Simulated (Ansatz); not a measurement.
# CH₆B (doublet): the correlation ladder at distance B1–H4 along a hydrogen transfer = 1.283 Å, cc-pVDZ

How much of the correlation energy of CH₆B (doublet) does each wave-function method recover here?

The runs use Ansatz 0.2.0, Gaussian basis; cc-pVDZ, core rule «outside noble gas», up to 2 orbitals frozen.

Plan: UHF; CCSD(T) on ROHF; CCSD(T) on UHF; BCCD(T) on ROHF; CISD; CCSDT(Q) on ROHF; CCSDT(Q) on UHF; CASSCF and MRCISD+Q, 3 electrons in 3 orbitals; CASSCF and NEVPT2, 3 electrons in 3 orbitals; CASSCF and MRCISD+Q, 9 electrons in 9 orbitals; CASSCF and NEVPT4(SD), 9 electrons in 9 orbitals; CASSCF and NEVPT2, 9 electrons in 9 orbitals.

### 1 What is computed

The geometry derives from fragments relaxed apart (PBE0/def2-TZVP) and kept rigid, so it is no stationary point. A hydrogen atom is moved between rigid fragments.

8 atoms, charge 0, spin multiplicity 2.

Atoms are counted from 1 here; the program's logs count them from 0.

Bond lengths: B1–H2 1.193 Å, B1–H3 1.193 Å, B1–H4 1.283 Å, C5–H6 1.080 Å, C5–H7 1.080 Å, C5–H8 1.080 Å. Angles: H2–B1–H3 120.0°, H2–B1–H4 120.0°, H3–B1–H4 120.0°, H6–C5–H7 120.0°, H6–C5–H8 120.0°, H7–C5–H8 120.0°.

### 2 UHF

in.yaml reads:

```yaml
crystal:
  periodic: [false, false, false]
  atoms:
    - {symbol: B, position_ang: [-1.518069, 0.000000, 0.000000]}
    - {symbol: H, position_ang: [-2.114803, 1.033572, 0.000000]}
    - {symbol: H, position_ang: [-2.114803, -1.033571, 0.000000]}
    - {symbol: H, position_ang: [-0.235069, 0.000000, 0.000000]}
    - {symbol: C, position_ang: [1.390931, 0.000000, 0.000000]}
    - {symbol: H, position_ang: [1.390931, -1.080022, 0.000000]}
    - {symbol: H, position_ang: [1.390931, 0.540011, 0.935327]}
    - {symbol: H, position_ang: [1.390931, 0.540011, -0.935327]}
basis:
  gaussian: {orbitals: cc-pVDZ}
magnetization: {spin_polarized: true, initial_magnetization: 1}
hamiltonian: {xc: hf}
output: {orbitals: {seedname: orbitals}}
```

Run with:

```sh
$ ansatz run in.yaml --threads 1 --pin off --events-out ev --progress --plain --max-ram 2560MiB --backend cpu
```

After this run come: CCSD(T) on ROHF; CCSD(T) on UHF; BCCD(T) on ROHF; CISD; CCSDT(Q) on ROHF; CCSDT(Q) on UHF; CASSCF and MRCISD+Q, 3 electrons in 3 orbitals; CASSCF and NEVPT2, 3 electrons in 3 orbitals; CASSCF and MRCISD+Q, 9 electrons in 9 orbitals; CASSCF and NEVPT4(SD), 9 electrons in 9 orbitals; CASSCF and NEVPT2, 9 electrons in 9 orbitals.

Q: Predict the results of all the runs planned. Wanted: UCCSDT(Q) below the RHF energy; RMP2 from UCCSDT(Q); UMP2 from UCCSDT(Q); RCCSD from UCCSDT(Q); RCCSD(T) from UCCSDT(Q); UCCSD(T) from UCCSDT(Q); RCCSDT(Q) from UCCSDT(Q); MRCISD+Q pair from UCCSDT(Q); NEVPT2 frontier from UCCSDT(Q).

The runs gave:

| quantity | value |
| --- | --- |
| UCCSDT(Q) below the RHF energy | -7.8610 eV |
| RMP2 from UCCSDT(Q) | +33.06 kcal/mol |
| UMP2 from UCCSDT(Q) | +33.23 kcal/mol |
| RCCSD from UCCSDT(Q) | +4.16 kcal/mol |
| RCCSD(T) from UCCSDT(Q) | +0.71 kcal/mol |
| UCCSD(T) from UCCSDT(Q) | +0.72 kcal/mol |
| RCCSDT(Q) from UCCSDT(Q) | +0.01 kcal/mol |
| MRCISD+Q pair from UCCSDT(Q) | +1.43 kcal/mol |
| NEVPT2 frontier from UCCSDT(Q) | +31.06 kcal/mol |
| NEVPT4(SD) frontier from UCCSDT(Q) | +3.05 kcal/mol |
| levels within 1 kcal/mol (43 meV) | RCCSD(T), UCCSD(T), BCCD(T), RCCSDT, UCCSDT, RCCSDT(Q), MRCISD+Q frontier |
| T1 diagnostic | 0.017 |

RCCSD(T) misses by +0.71 kcal/mol, 0.4 % of the correlation energy. Of the multireference levels listed MRCISD+Q frontier comes nearest in total energy (+0.60 kcal/mol), which doesn't show that its space is the better one. These misses are within one basis, not against nature; the frozen cores of restricted and unrestricted runs differ, which can shift their rows.
